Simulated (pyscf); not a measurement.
Thermochemistry of product channels of `[AlH2][PH2]` + `[GaH3]` on the singlet surface, in kcal/mol, from ωB97M-D3(BJ)/def2-TZVP energies (ideal gas, 1 atm, RRHO with modes under 100 cm⁻¹ raised to 100, one conformer, R ln 2 for chiral ones without a mode under 150 cm⁻¹). PySCF, gas phase, ωB97X-D3(BJ)/def2-SVP geometries.

```
products                          ΔE  ΔH(298 K)  ΔG(298 K)  ΔG(600 K)
-----------------------------  -----  ---------  ---------  ---------
`[AlH2][PH][GaH2]` + `[H][H]`  -12.0      -12.2      -10.4       -9.1
`[PH2][AlH][GaH2]` + `[H][H]`   +0.1       +0.2       +1.1       +1.5
```

These are energies of the channels, which say nothing of barriers. H₂Al–PH–GaH₂ may be a fragile minimum: a first optimisation, from another start, lost the drawn bonds. Elements up to Kr have no core potential and no relativistic terms here.
